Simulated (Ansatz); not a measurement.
Basis-set extrapolation for C5H5F (`C=CC#CCF`) (PBE0-D4/def2-TZVP geometry, frozen core, Ansatz 0.2.0). Multiplicity 1, RHF reference.

|  | def2-TZVPP | def2-QZVPP |
| --- | --- | --- |
| HF | -291.714499 | -291.726912 |
| MP2 correlation | -1.029831 | -1.104326 |
| CCSD(T) correlation | -1.106786 | not run |

Energies in hartree. Use E(X) = E(∞) + A·exp(−7.88·√X) for Hartree–Fock and E(X) = E(∞) + B·X^(−2.97) for correlation, with X = 3 and 4, and add CCSD(T) minus MP2 of the smaller set to the MP2 limit.

What is the CCSD(T) energy at the basis-set limit?

HF limit: -291.726912 + (-0.012413) × 0.13774 = -291.72862. MP2 limit: -1.104326 + (-0.074495) × 0.74074 = -1.15951. Higher-order term: -1.106786 − (-1.029831) = -0.07696. Total: -292.96509 hartree, 3.91 eV below CCSD(T)/def2-TZVPP.
